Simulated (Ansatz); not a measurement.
Take Ge in the diamond structure (space group Fd-3m, No. 227; a = 5.7617 Å) as the base.

Computed with Ansatz (a first-principles code), PBE, PAW, cutoff 420 eV, without spin-orbit coupling.

```
level  band gap  lattice parameter a
-----  --------  -------------------
PBE        zero              5.762 Å
```

Measured: band gap 0.792 eV (static lattice; corrected from measurement; as listed in Anna Miglio et al., npj Computational Materials (2020)); lattice parameter a 5.644 Å (static lattice; corrected from measurement; as listed in Daniel Mejia-Rodriguez, S. B. Trickey, Phys. Rev. B (2018)).

Computed minus measured — band gap: PBE -0.79 eV; lattice parameter a: PBE +2.1 %. A measured gap can be an optical one, lowered by exciton binding. Levels without spin-orbit coupling miss its lowering of the gap, often about a third of the valence-band splitting.

No phonon test of stability was made. The zero or small gap of Ge can change with the level of theory.
